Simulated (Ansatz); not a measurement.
Energy differences in C3HN

Computed with Ansatz's Gaussian-basis code (development build); CASPT2, NEVPT3, MRCISD by development code. Basis cc-pVTZ, nonrelativistic, 4 orbitals frozen in the corrections; active space CAS(8,8). Restricted Hartree–Fock, then the lowest state-specific CASSCF solution met for each case. On stretched bonds single-reference methods can fail or change state. Solutions in different active orbitals can move differences by tenths of an eV and at times more than 1 eV.

Case A, triplet:

```
atom   x (Å)   y (Å)    z (Å)
   H  0.0000  0.0000  -2.9262
   C  0.0000  0.0000  -1.8584
   C  0.0000  0.0000  -0.6368
   C  0.0000  0.0000   0.7380
   N  0.0000  0.0000   1.9242
```

Case B, singlet: the shape of A.

Energy less that of case A, in eV:

```tsv
case	RHF/ROHF	CASSCF	FIC-NEVPT2	NEVPT3	CASPT2 (IPEA 0)	MRCISD
B	-3.978	-4.703	-4.140	-4.266	-3.841	-4.446
```

Problem. Give the SC-NEVPT2 energies against case A.

Solution. B: -4.174 eV (-96.3 kcal/mol).

Problem. Which case is lowest, and do the methods agree?

Solution. B is lowest in SC-NEVPT2. Of the methods shown, RHF/ROHF, CASSCF, FIC-NEVPT2, NEVPT3, CASPT2 (IPEA 0), MRCISD agree.
